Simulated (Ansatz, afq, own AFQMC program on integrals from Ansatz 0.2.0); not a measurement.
# Where AFQMC and coupled cluster stand for NH₃, triplet

| atom | x (Å) | y (Å) | z (Å) |
| --- | --- | --- | --- |
| H | -2.0920 | 0.0594 | 0.0000 |
| H | -1.2010 | 0.0594 | 0.0000 |
| N | 0.2030 | 0.0594 | 0.0000 |
| H | 0.4721 | -0.9448 | 0.0000 |

Basis cc-pVTZ. Noble-gas cores (and the filled d shells of Ga–Kr and In–Xe) are frozen. Ansatz 0.2.0 and our own AFQMC program on the same integrals; the CISD trial comes from CCSD amplitudes, and released means the phaseless constraint is let go. Error bars are statistical, one sigma.

Determinant: UHF, the one that the program's search chose, which needn't be the lowest solution. The geometry is a point of a scan.

No full CI on the walks' own integrals is used here; CCSDT(Q) serves as the reference and is uncertain by about the last step of the cluster series.

Cautions: lower spins were not checked.

```
T1 diagnostic                               : 0.0199
weight of the determinant in the CISD state : 0.920
⟨S²⟩ of the determinant                     : 2.043
size of the correlated space                : 8 electrons in 71 orbitals
```

Reference: CCSDT(Q), correlation energy -5.873 eV. The released energy is read at 2.40 1/Eh (meV from the phaseless value at times in 1/Eh: -5.4 ± 1.8 at 0.24, -2.9 ± 1.7 at 0.51, -0.5 ± 1.8 at 0.99, -2 ± 5 at 1.62, -6 ± 3 at 2.40).

```json
{"level": "HF", "E − E(reference) (kcal/mol)": "135.43", "share of correlation (%)": "0.00"}
{"level": "MP2", "E − E(reference) (kcal/mol)": "21.30", "share of correlation (%)": "84.27"}
{"level": "CCSD", "E − E(reference) (kcal/mol)": "4.14", "share of correlation (%)": "96.94"}
{"level": "CCSD(T)", "E − E(reference) (kcal/mol)": "0.56", "share of correlation (%)": "99.58"}
{"level": "CCSDT", "E − E(reference) (kcal/mol)": "0.12", "share of correlation (%)": "99.91"}
{"level": "ph-AFQMC/HF", "E − E(reference) (kcal/mol)": "0.93 ± 0.45", "share of correlation (%)": "99.32"}
{"level": "ph-AFQMC/CISD", "E − E(reference) (kcal/mol)": "0.12 ± 0.04", "share of correlation (%)": "99.91"}
{"level": "released AFQMC", "E − E(reference) (kcal/mol)": "-0.02 ± 0.08", "share of correlation (%)": "100.01"}
```

A walk keeps the symmetry of its determinant, which the program's search chose and which needn't be the lowest solution, so a lower state of the same spin and another symmetry isn't excluded. Released energies are given only where the last usable release times agree within the noise; a slower fall can still hide under it.
